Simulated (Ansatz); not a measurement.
Energy needed to pull apart CH4Si2, singlet, into free ground-state atoms, from the structure below (displaced at random from a GFN2-xTB minimum); no zero-point or spin–orbit terms; open-shell atoms are treated unrestricted, in their ground-state multiplicity.

C1  (-1.577, -1.987, -0.467)
Si2  (-0.568, -0.773, 0.095)
Si3  (0.892, 1.053, 0.051)
H4  (-2.186, -2.652, 0.250)
H5  (0.834, 1.706, -1.233)
H6  (0.331, 2.032, 1.039)
H7  (1.972, 0.591, 0.473)
(Å)

Program: Ansatz 0.2.0. Basis: def2-TZVPP. Cores are frozen in the correlated methods.

```
    method  atomization energy (kJ/mol)
    PBE-D4                         1987
 revPBE-D4                         1947
 r2SCAN-D4                         1966
   PBE0-D4                            ?
r2SCANh-D4                            ?
   wB97M-V                         1942
        HF                         1291
       MP2                         1932
      CCSD                         1861
   CCSD(T)                         1919
```

(1) What does PBE0-D4 give? (An estimate is asked for; the value comes from the calculation.)

(2) What does r2SCANh-D4 give? (To be estimated.)

The T1 diagnostic stays at or below 0.028. The T1 diagnostic is large here, which may signal multireference character or strong orbital relaxation, so CCSD(T) is less sure. The restricted Hartree–Fock reference is unstable towards an unrestricted one here.

## Answers

(1) By the calculation: 1934 kJ/mol, which is about 15 kJ/mol more than CCSD(T)/def2-TZVPP.

(2) Computed: 1945 kJ/mol, which is about 26 kJ/mol more than CCSD(T)/def2-TZVPP.

In triple zeta the MP2 and coupled-cluster atomization energies are still short of their basis limit by a few kcal/mol a bond, whereas those of the functionals are nearly converged, so these differences are not deviations from converged CCSD(T).

For scale, one of the runs: CCSD(T)/def2-TZVPP forces, 171 basis functions (an equivalent command: `ansatz run in.yaml --threads 4`). Hardware: 4 CPU threads, shared host. Wall time 58 s; peak host memory 2.5 GiB.
